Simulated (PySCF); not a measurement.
Atoms are numbered as in `[CH:1]#[NH+:2]`. Hydrogens are named by the atom that carries them.

Geometry: PBE0-D3(BJ)/def2-SVP; GIAO shifts from PySCF, gas phase, non-relativistic, averaged over equivalent atoms.

At PBE0/pcSseg-1 (44 basis functions, 1.9 s wall time on 1 thread of an Arm Neoverse V1, shared host):
```json
{"atoms": "C1", "δ (ppm)": "103.8"}
{"atoms": "N2", "δ (ppm)": "161.9"}
{"atoms": "H(N2)", "δ (ppm)": "6.64"}
{"atoms": "H(C1)", "δ (ppm)": "6.06"}
```

Scale: ¹³C (σref 184.41), ¹H (σref 31.27) vs TMS; ¹⁵N (σref 265.67) vs NH3 (reference shieldings calculated alike).

Task: What do these become at wB97X-D/pcSseg-2?

Result: 
```csv
atoms,δ at wB97X-D/pcSseg-2,change
C1,105.4,+1.6
N2,158.9,-3.0
H(N2),6.64,+0.00
H(C1),5.98,-0.08
```

δ = σ(ref) − σ, references computed at the same level: ¹³C (184.42 ppm), ¹H (31.36 ppm) against TMS; ¹⁵N (260.06 ppm) vs NH3.

The largest change is at N2 (nitrogen bonded to C, H). Cost: 100 basis functions, 1.9 s wall time on 1 thread of an Arm Neoverse V1, shared host.

Experimental scales use liquid or dissolved standards, which lie at an offset from isolated NH3 (liquid NH3: subtract about 20 ppm). Unscaled 15N shifts of sp2 nitrogen come out 20 to 40 ppm too high even then.
